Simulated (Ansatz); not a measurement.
We consider rock-salt BaTe, described by r²SCAN in Ansatz (PAW).

A relaxed, unreconstructed slab of the (110) face has 16 atoms, two equal faces of 35.305 Å² each and an energy of -103705.7046 eV. A bulk cell of 4 atoms with the same orientation and in-plane k mesh has -25927.0506 eV. Energies are extrapolated to zero smearing.

Numerical settings: plane-wave cutoff 500 eV, 4×6×1 k mesh (along the axes of the cell as run), gaussian smearing 0.02 eV, scalar-relativistic PAW data made under PBE.

Worked out: γ = (E_slab − N E_bulk per atom)/2A = [-103705.7046 − 16 × (-25927.0506/4)]/(2 × 35.305) = 0.0354 eV/Å². With 16.022 J/m² per eV/Å² this is 0.57 J/m², or 1.25 eV per surface cell and face.

Ansatz is a first-principles code.
